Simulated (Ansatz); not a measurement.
# Zinc-blende GaP: properties by level of theory

Reference values: elastic constant C11 140 GPa (measured, temperature not stated, no zero-point or thermal correction; as tabulated in Råsander and Moram (2015), arXiv:1505.02379); elastic constant C44 70 GPa (measured, temperature not stated, no zero-point or thermal correction; as tabulated in Råsander and Moram (2015), arXiv:1505.02379).

| level (code) | elastic constant C11 (GPa) | elastic constant C44 (GPa) | Voigt–Reuss–Hill shear modulus (GPa) |
|---|---|---|---|
| LDA (Ansatz) | 142 | 71.0 | 56.0 |
| LC-ωPBE (Ansatz) | 171 | 84.4 | 66.9 |
| r²SCAN0 (Ansatz) | 153 | 77.3 | 61.4 |

Differences from the reference values (errors of the level alone only where the reference is corrected to a static lattice):

```tsv
level	elastic constant C11 (%)	elastic constant C44 (%)
LDA	+1.4	+1.4
LC-ωPBE	+22	+21
r²SCAN0	+9.3	+10.4
```

Nearest: elastic constant C11, not ranked (reference at room or unstated temperature); elastic constant C44, not ranked (reference at room or unstated temperature).

Ansatz's density-functional and Hartree–Fock values are scalar-relativistic unless marked +SOC, with PAW data made under PBE.

Unless a cell is named, each level is at its own relaxed cell (LDA 19.59, LC-ωPBE 19.47, r²SCAN0 20.05 Å³/atom).

Differences are worked out from the printed values.

Static lattice: no zero-point or thermal effects.

Ansatz is a quantum-chemistry and plane-wave program.
